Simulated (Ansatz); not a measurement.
Energy needed to pull apart HCN (SMILES C#N), closed shell, into free ground-state atoms, from the structure below (displaced at random from a GFN2-xTB minimum); no zero-point or spin–orbit terms; open-shell atoms are treated unrestricted, in their ground-state multiplicity.

| atom | x (Å) | y (Å) | z (Å) |
| --- | --- | --- | --- |
| C1 | 0.0972 | -0.0673 | 0.0905 |
| N2 | 0.2858 | 1.1034 | 0.3459 |
| H3 | -0.1415 | -1.0920 | -0.3457 |

Ansatz 0.2.0; basis: def2-TZVPP; cores frozen in the correlated methods.

```csv
method,atomization energy (eV)
PBE-D4,13.92
r2SCAN-D4,13.03
PBE0-D4,13.14
r2SCANh-D4,?
BHLYP-D4,?
wB97M-V,13.22
HF,8.03
MP2,13.38
CCSD,12.41
CCSD(T),12.83
```

(1) What does r2SCANh-D4 give? (Judge from chemistry; the value comes from the calculation.)

(2) What does BHLYP-D4 give? (Judge from chemistry; the value comes from the calculation.)

The T1 diagnostic stays at or below 0.017. The restricted Hartree–Fock reference is unstable towards an unrestricted one here.

## Answers

(1) The calculation gives: 12.80 eV, which is about 0.04 eV less than CCSD(T)/def2-TZVPP.

(2) Computed: 12.27 eV, which is about 0.57 eV less than CCSD(T)/def2-TZVPP.

In triple zeta the MP2 and coupled-cluster atomization energies are still short of their basis limit by a few kcal/mol a bond, whereas those of the functionals are nearly converged, so these differences are not deviations from converged CCSD(T).

For scale, one of the runs: CCSD(T)/def2-TZVPP forces, 76 basis functions (an equivalent command: `ansatz run in.yaml --threads 4`). Hardware: 4 CPU threads, shared host. Wall time about 1.3 s.
